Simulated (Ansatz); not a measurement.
A made-up structure of SiH₂O₂, closed shell:

```csv
atom,x (Å),y (Å),z (Å)
O1,0.3686,-0.8668,1.7326
Si2,-0.2952,-0.3863,0.2512
O3,0.3436,0.8530,-0.9042
H4,-1.6741,-0.9541,-0.4508
H5,1.2570,1.3541,-0.6287
```

It is relaxed with PBE-D4/def2-SVP and then PBE0-D4/def2-TZVP (Ansatz 0.2.0). Atoms count as bonded within 1.22 times the sum of their covalent radii (H–H: 0.88 Å). The end point is not checked to be a true minimum.

Task: Does its bonding change? (Judge from chemistry; the calculation decides.)

Result: The calculation gives: No: no bond forms or breaks.

Where it ends: The first stage lowers the energy by 1.11 eV in 7 steps. It ends as SiH₂O₂ ([O][SiH][OH]):
```
5
angstrom
O 0.3288 -0.7742 1.5468
Si -0.2635 -0.3448 0.2240
O 0.3071 0.7617 -0.8075
H -1.4951 -0.8516 -0.4026
H 1.1226 1.2089 -0.5608
```

Labels in which every atom is bracketed show which atoms are joined, not bond orders.

For scale, one of the runs: PBE0-D4/def2-TZVP relaxation, 111 basis functions, launched by `ansatz run in.yaml --threads 2 --pin off --events-out ev --progress --plain --max-ram 4352MiB`. Hardware: 2 CPU threads of an Arm Neoverse V1, shared host. Wall time about 11 s.
